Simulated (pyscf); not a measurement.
Optimised with ωB97X-D3(BJ)/def2-SVP in PySCF.

**Question.** PBE/def2-TZVP puts the barrier of H₃C–In(CH₃)–CH₃ + water (H₂O) -> H₃C–In(CH₃)–OH + methane (CH₄) (four-centre exchange; singlet surface; C–In, H–O broken, In–O, C–H formed) at 6.8 kcal/mol and the reaction energy at -19.9 kcal/mol, from the separated reactants. What do PBE0-D3(BJ)/def2-TZVP, M06-2X/def2-TZVP, ωB97M-D3(BJ)/def2-TZVP give on the same structures?

**Answer.** PBE0-D3(BJ): ΔE‡ = 8.2 kcal/mol, ΔE = -17.8 kcal/mol; M06-2X: ΔE‡ = 7.1 kcal/mol, ΔE = -20.2 kcal/mol; ωB97M-D3(BJ): ΔE‡ = 10.6 kcal/mol, ΔE = -18.6 kcal/mol. PBE's barrier lies under all of them, by 0.3 to 3.8 kcal/mol. Its reaction energy lies among theirs. On the reactant side the descent ends in an adduct with a In–O contact, 12.4 kcal/mol under the separated species and 21.7 kcal/mol under the saddle at ωB97X-D3(BJ)/def2-TZVP. What is counted as formed (In–O) is already present as a longer contact in the reactant adduct; forming that adduct is a step of its own. One saddle was located; it need not be the lowest between these sides. Elements past Kr carry the def2 core potentials, without spin-orbit coupling.
